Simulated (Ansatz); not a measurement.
What does this script print? It uses the Ansatz DFT code, driven from Python.

`md_p4.py`:
```python
'''A short Born-Oppenheimer trajectory of P4.'''

import ansatz as az
from ase import Atoms
import numpy as np

params = {
    'basis_set': 'def2-SVP',
    'xc': 'blyp',
    'n_steps': 40,
    'temperature_k': 800,
}


def main() -> None:
    atoms = Atoms(['P', 'P', 'P', 'P'], positions=[
        (-0.72518, -0.10003, 1.11996),
        (1.29547, 0.10981, 0.3158),
        (-0.18502, -1.09224, -0.7502),
        (-0.38527, 1.08247, -0.68557),
    ])
    p4 = az.Crystal.molecule_from_ase(atoms)

    model = (
        p4.calculation()
        .basis(gaussian=params['basis_set'])
        .functional(params['xc'])
    )
    symbols = [site.symbol for site in p4.cartesian_sites]
    start = np.array([site.position_ang for site in p4.cartesian_sites], dtype=float)
    report = model.relax(force_tolerance=0.02).run(threads=1).report
    end = np.array(report['positions_ang'])
    minimum = az.Crystal.molecule()
    for symbol, place in zip(symbols, end):
        minimum = minimum.atom(symbol, place.tolist())

    # dynamics from the relaxed geometry
    model = minimum.calculation()
    model = model.basis(gaussian=params['basis_set'])
    model = model.functional(params['xc'])
    model = model.md('nvt_langevin', timestep=0.5, steps=params['n_steps'], temperature=params['temperature_k'], initial_velocities='maxwell_boltzmann', seed=21, friction=0.05)
    frames = []
    out = model.session().plan().execute(on_event=lambda e: frames.append(e['data']) if e['event'] == 'md_step' else None)
    print('t (fs)   E_pot (eV)      E_kin (eV)   T (K)   d(0-1) (A)')
    for f in frames[::2]:
        xyz = np.array(f['positions_ang'])
        print(f'{f["time_fs"]:6.2f} {f["lagrangian_ev"]:14.5f} {f["e_kin_ev"]:10.5f} {f["temperature_k"]:8.1f} {np.linalg.norm(xyz[0] - xyz[1]):9.4f}')
    print('mean temperature', round(float(np.mean([f['temperature_k'] for f in frames])), 1), 'K')
    symbols = [site.symbol for site in p4.cartesian_sites]
    with open('last_frame.xyz', 'w') as handle:
        handle.write(f'{len(symbols)}\nt = {frames[-1]["time_fs"]} fs\n')
        handle.writelines('{:2s} {:10.5f} {:10.5f} {:10.5f}\n'.format(s, *xyz) for s, xyz in zip(symbols, frames[-1]['positions_ang']))


if __name__ == '__main__':
    main()
```

```console
$ python md_p4.py
t (fs)   E_pot (eV)      E_kin (eV)   T (K)   d(0-1) (A)
  0.00   -37144.29400    0.31022    600.0    2.2508
  1.00   -37144.29308    0.35009    677.1    2.2536
  2.00   -37144.29090    0.25207    487.5    2.2558
  3.00   -37144.28729    0.38859    751.6    2.2579
  4.00   -37144.28272    0.37911    733.2    2.2605
  5.00   -37144.27771    0.42140    815.0    2.2625
  6.00   -37144.27021    0.41415    801.0    2.2672
  7.00   -37144.26309    0.38961    753.5    2.2710
  8.00   -37144.25610    0.41482    802.3    2.2738
  9.00   -37144.24963    0.42981    831.3    2.2734
 10.00   -37144.24237    0.37311    721.6    2.2727
 11.00   -37144.23238    0.33703    651.9    2.2747
 12.00   -37144.22222    0.37855    732.2    2.2775
 13.00   -37144.21446    0.36182    699.8    2.2771
 14.00   -37144.20549    0.43755    846.3    2.2733
 15.00   -37144.19584    0.45117    872.6    2.2699
 16.00   -37144.18772    0.55909   1081.3    2.2662
 17.00   -37144.17994    0.54423   1052.6    2.2602
 18.00   -37144.17451    0.63933   1236.5    2.2520
 19.00   -37144.16935    0.61545   1190.3    2.2426
 20.00   -37144.16434    0.64244   1242.5    2.2328
mean temperature 838.4 K
```

`last_frame.xyz`, as written:
```text
4
t = 20.0 fs
P    -0.72219    0.01165    1.23087
P     1.29331    0.02093    0.27001
P    -0.32954   -1.14506   -0.68408
P    -0.42911    1.20767   -0.76425
```

Total energies depend on the basis set; only differences at equal settings carry meaning. The trajectory is only some femtoseconds long, so its temperature is not equilibrated; where the script doesn't relax first, it starts from a rough generated geometry. The printed temperature counts all 3N degrees of freedom under Langevin dynamics, so the first row lies under the target. Run time: 66 s on 1 thread of Arm Neoverse V2, with other jobs on the host, peak memory 0.2 GiB.

(Lines on the test bed's own set-up are left out of the output.)
